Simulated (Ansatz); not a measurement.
Consider the substitution at a C–C bond: `CCCCOC` + `FC(F)(F)S` → `CSC(F)(F)F` + `CCCOC`.

Calculated with Ansatz (gas phase, PBE0-D4/def2-TZVP geometries, no zero-point term in ΔE). CBS: MP2 limit from def2 TZ/QZ plus the TZ coupled-cluster correction, frozen cores. DFT in def2-TZVPP. B3LYP here is the variant with VWN-RPA as its local correlation; programs differ in this. Each species was taken in one conformer, which may not be the lowest.

```csv
level,ΔE (kJ/mol),difference from CCSD(T)/CBS
LDA (SPW92),-2.0,1.3
BHLYP-D4,-4.1,-0.8
CAM-B3LYP-D4,-3.3,0.0
ωB97X-V,-4.5,-1.2
B3LYP,-5.0,-1.7
r2SCANh,-5.9,-2.6
r2SCAN0,-5.0,-1.7
BHLYP,-3.3,0.0
MP2/CBS(def2),-5.0,-1.7
CCSD/CBS(def2),-2.2,1.1
CCSD(T)/CBS,-3.3,0
```

Largest T1 diagnostic among the species: 0.012.

From BLYP to BHLYP (50 % exact exchange), in def2-TZVPP and without D4, ΔE moves by +3.3 kJ/mol. At CCSD(T), def2-SVP lies +13.3 kJ/mol from the extrapolated value and def2-TZVPP +2.9 kJ/mol. Leaving LDA and LC-ωPBE aside and taking each functional with its dispersion term where it has one, the values, not all of them listed here, spread over 4.4 kJ/mol, from BLYP-D4 to PBE-QIDH. LDA lies +4.2 kJ/mol from PBE without D4.
